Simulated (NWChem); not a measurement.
System meant: formamide (CH₃NO); SMILES NC=O

The following NWChem deck was run.

```
start job
memory heap 200 mb stack 900 mb global 1100 mb
geometry units angstroms noautoz
  N     -0.183819     1.072927     0.000000
  C      0.384396    -0.156690     0.000000
  O     -0.217014    -1.202339     0.000000
  H     -1.193699     1.149871     0.000000
  H      0.375045     1.913893     0.000000
  H      1.501969    -0.100331     0.000000
end
basis spherical
  * library def2-svp
end
dft
  xc b3lyp
  iterations 4
  mulliken
end
task dft energy
```

End of the output:

```
    Atom       Charge   Shell Charges
 -----------   ------   -------------------------------------------------------
    1 N    7     7.01   1.97  0.69  0.39  2.29  1.63  0.04
    2 C    6     5.92   1.96  0.59  0.30  1.80  1.01  0.26
    3 O    8     8.21   1.97  0.92  0.65  2.71  1.92  0.03
    4 H    1     0.92   0.59  0.21  0.12
    5 H    1     0.92   0.59  0.21  0.12
    6 H    1     1.02   0.65  0.30  0.06

 center of mass
 --------------
 x =  -0.02917949 y =  -0.12332674 z =   0.00000000

 moments of inertia (a.u.)
 ------------------
         158.407833666545          -0.000000000000           0.000000000000
          -0.000000000000          24.418426375271           0.000000000000
           0.000000000000           0.000000000000         182.826260041816

     Multipole analysis of the density
     ---------------------------------

     L   x y z        total         alpha         beta         nuclear
     -   - - -        -----         -----         ----         -------
     0   0 0 0     -0.000000    -12.000000    -12.000000     24.000000

     1   1 0 0      0.236149      0.118074      0.118074      0.000000
     1   0 1 0      1.498093      0.749047      0.749047      0.000000
     1   0 0 1     -0.000000     -0.000000     -0.000000      0.000000

     2   2 0 0    -11.442722    -15.215818    -15.215818     18.988913
     2   1 1 0     -0.808090      0.256504      0.256504     -1.321097
     2   1 0 1     -0.000000     -0.000000     -0.000000      0.000000
     2   0 2 0    -12.984376    -50.718528    -50.718528     88.452679
     2   0 1 1      0.000000      0.000000      0.000000      0.000000
     2   0 0 2    -13.592968     -6.796484     -6.796484      0.000000

 ------------------------------------------------------------------------
 dft energy failed                                                                                  0
 ------------------------------------------------------------------------
 ------------------------------------------------------------------------
  current input line :
    19: task dft energy
 ------------------------------------------------------------------------
 ------------------------------------------------------------------------
 This type of error is most commonly associated with calculations not reaching convergence criteria
 ------------------------------------------------------------------------
 For more information see the NWChem manual at https://nwchemgit.github.io

0:dft energy failed:Received an Error in Communication
```

Problem. Find the fault in this run and fix the input.

Solution. The run did not converge; its last values are not results. Cause: the SCF was allowed too few iterations. This input runs:
```
start job
memory heap 200 mb stack 900 mb global 1100 mb
geometry units angstroms noautoz
  N     -0.183819     1.072927     0.000000
  C      0.384396    -0.156690     0.000000
  O     -0.217014    -1.202339     0.000000
  H     -1.193699     1.149871     0.000000
  H      0.375045     1.913893     0.000000
  H      1.501969    -0.100331     0.000000
end
basis spherical
  N library def2-svp
  C library def2-svp
  O library def2-svp
  H library def2-svp
end
dft
  xc b3lyp
  iterations 150
  mulliken
end
task dft energy
```
It converges to -169.76862 Ha (B3LYP/def2-SVP).
